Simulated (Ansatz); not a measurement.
# 1,4-dioxane (C4H8O2): taking an electron away

One table from this session's results is given with a row withheld; the runs are named, their logs left out.

Program: Ansatz 0.2.0, Gaussian basis. Level of theory: unrestricted cation, the program's frozen cores in correlated methods. These are calculated values, not measurements.

The runs, in order: UKS PBE-D4/def2-TZVPP; UKS r2SCAN-D4/def2-TZVPP; UKS PBE0-D4/def2-TZVPP; UKS B3LYP-D4/def2-TZVPP; UKS wB97X-V/def2-TZVPP; UKS wB97M-V/def2-TZVPP; UKS B2PLYP/def2-TZVPP; UHF-CCSD(T)/def2-TZVPP; UHF-MP2/def2-QZVPP; extrapolation to the limit; then −ε(HOMO) from the neutral's earlier runs with LDA (SPW92), PBE-D4, revPBE-D4, BLYP-D4, r2SCAN-D4, B97M-V, PBE0-D4, B3LYP-D4, r2SCANh-D4, r2SCAN0-D4, HSE06-D4, BHLYP-D4, CAM-B3LYP-D4, LC-ωPBE, ωB97X-V, ωB97M-V.

### The relaxed structure

The geometry comes from an earlier relaxation with PBE0-D4 in a triple-zeta def2 set; it is a stationary point, not always the lowest conformer.

SMILES `C1COCCO1`, 14 atoms, charge 0, spin multiplicity 1.

Atoms are counted from 1 here; the program's logs count them from 0.

Bond lengths: C1–C2 1.509 Å, C1–O6 1.415 Å, C1–H7 1.099 Å, C1–H8 1.093 Å, C2–O3 1.415 Å, C2–H9 1.099 Å, C2–H10 1.093 Å, O3–C4 1.415 Å, C4–C5 1.509 Å, C4–H11 1.093 Å, C4–H12 1.099 Å, C5–O6 1.415 Å, C5–H13 1.099 Å, C5–H14 1.093 Å. Angles: C2–C1–O6 111.8°, C2–C1–H7 109.6°, C2–C1–H8 110.1°, O6–C1–H7 110.1°, O6–C1–H8 107.4°, H7–C1–H8 107.8°, C1–C2–O3 111.8°, C1–C2–H9 109.6°, C1–C2–H10 110.1°, O3–C2–H9 110.1°, O3–C2–H10 107.3°, H9–C2–H10 107.8°, C2–O3–C4 113.2°, O3–C4–C5 111.8°, O3–C4–H11 107.4°, O3–C4–H12 110.1°, C5–C4–H11 110.1°, C5–C4–H12 109.6° and more.

The first run:

Input file in.yaml:

```yaml
crystal:
  periodic: [false, false, false]
  atoms:
    - {symbol: C, position_ang: [-0.756084, 0.427606, 1.044716]}
    - {symbol: C, position_ang: [0.744420, 0.274273, 1.102028]}
    - {symbol: O, position_ang: [1.197861, -0.769242, 0.260318]}
    - {symbol: C, position_ang: [0.360263, -0.986522, -0.859601]}
    - {symbol: C, position_ang: [-0.352357, 0.276275, -1.278918]}
    - {symbol: O, position_ang: [-1.199871, 0.764858, -0.256187]}
    - {symbol: H, position_ang: [-1.234511, -0.503957, 1.378265]}
    - {symbol: H, position_ang: [-1.077663, 1.227828, 1.716556]}
    - {symbol: H, position_ang: [1.222625, 1.222872, 0.820177]}
    - {symbol: H, position_ang: [1.058369, 0.031235, 2.120605]}
    - {symbol: H, position_ang: [0.992733, -1.348960, -1.674313]}
    - {symbol: H, position_ang: [-0.378276, -1.768575, -0.633943]}
    - {symbol: H, position_ang: [0.386409, 1.041350, -1.556145]}
    - {symbol: H, position_ang: [-0.977019, 0.081759, -2.154756]}
basis:
  gaussian: {orbitals: def2-TZVPP}
total_charge: 1
magnetization: {spin_polarized: true, initial_magnetization: 1}
hamiltonian: {xc: pbe, dispersion: d4}
```

The run is started by

```sh
$ ansatz run in.yaml --threads 2 --pin off --events-out ev --progress --plain --max-ram 22528MiB --backend cuda --devices 0, --max-vram 18GiB
```

Among the steps run: Cation, UKS PBE-D4/def2-TZVPP; Cation, UKS r2SCAN-D4/def2-TZVPP; Cation, UKS PBE0-D4/def2-TZVPP; Cation, UKS B3LYP-D4/def2-TZVPP; Cation, UKS wB97X-V/def2-TZVPP; Cation, UKS wB97M-V/def2-TZVPP; Cation, UKS B2PLYP (frozen core)/def2-TZVPP; Cation, UHF-CCSD(T)/def2-TZVPP; Cation, UHF-MP2/def2-QZVPP.

One table of the session follows, with a row left open; its other results are not shown here.

It belongs to the step «Ionisation energies side by side». Orbital estimates, from the neutral's runs:

```
  functional  −ε(HOMO) (eV)
 LDA (SPW92)           5.70
      PBE-D4           5.60
   revPBE-D4           5.56
     BLYP-D4           5.55
   r2SCAN-D4              ?
      B97M-V           6.08
     PBE0-D4           7.15
    B3LYP-D4           6.95
  r2SCANh-D4           6.48
  r2SCAN0-D4           7.36
    HSE06-D4           6.74
    BHLYP-D4           8.69
CAM-B3LYP-D4           8.62
     LC-ωPBE           9.91
     ωB97X-V           9.62
     ωB97M-V           9.55
```

**Question.** Estimate the row for r2SCAN-D4.

Worked estimate for «−ε(HOMO) (eV)». Against the share of exact exchange, r2SCANh-D4 (0.1, 6.48), r2SCAN0-D4 (0.25, 7.36) give a slope of 5.87 per unit share; at 0 the line stands at 5.89.

**Answer.** −ε(HOMO) (eV): 5.90. In «−ε(HOMO) (eV)» the line misses by -0.01.
